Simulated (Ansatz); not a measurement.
# OSi: the cost of one run

Program: Ansatz 0.2.0 through its Python package. Level of theory: MP2/def2-SVPD. These are calculated values, not measurements.

### 1 The system

Bond lengths: Si1–O2 1.715 Å.

No structure file is read: the coordinates are typed or built in the script.

### 2 The code

Input file osi_dimer.py:

```python
"""Binding of a OSi dimer at a trial geometry."""

import ansatz

BASIS = "def2-SVPD"
METHOD = "MP2"

FIRST = [
    ("Si", (0.0, 0.0, -0.8575)),
    ("O", (0.0, 0.0, 0.8575)),
]
SECOND = [
    ("Si", (-4.0568, 0.369, 0.4)),
    ("O", (-2.687, 0.14, 1.4062)),
]

def energy(atoms, ghosts=()):
    molecule = ansatz.Crystal.molecule()
    for symbol, xyz in atoms:
        molecule = molecule.atom(symbol, xyz)
    calc = (
        molecule.calculation()
        .basis(gaussian=BASIS)
        .correlation(METHOD)
    )
    deck = calc.input()
    if ghosts:
        deck = deck.set(ansatz.key.basis.gaussian.ghost_atoms, [{"symbol": s, "position_ang": list(xyz)} for s, xyz in ghosts])
    return ansatz.Session.from_dict(deck).plan().execute().report["free_energy_ev"]


def main() -> None:
    # ghost atoms carry the functions of the partner
    both = energy(FIRST + SECOND)
    alone = energy(FIRST) + energy(SECOND)
    ghosted = energy(FIRST, SECOND) + energy(SECOND, FIRST)
    print(f"dimer {both:.6f} eV")
    print(f"interaction, uncorrected   {(both - alone):8.3f} eV")
    print(f"interaction, counterpoise  {(both - ghosted):8.3f} eV")
    print(f"basis-set superposition    {(alone - ghosted):8.3f} eV")


if __name__ == "__main__":
    main()
```

### 3 The input behind the calls

The engine receives this input (first run):

```yaml
crystal:
  periodic: [false, false, false]
  atoms:
    - { symbol: Si, position_ang: [0.0, 0.0, -0.8575] }
    - { symbol: O, position_ang: [0.0, 0.0, 0.8575] }
    - { symbol: Si, position_ang: [-4.0568, 0.369, 0.4] }
    - { symbol: O, position_ang: [-2.687, 0.14, 1.4062] }
basis:
  gaussian:
    orbitals: def2-SVPD
correlation:
  method: mp2
```

### 4 Running it

The run is started by

```console
python osi_dimer.py
```

**Question.** How long does this script take on 1 thread of Arm Neoverse V1, shared host, and how much memory does it need?

About 4.6 s, with a peak of 0.24 GiB.
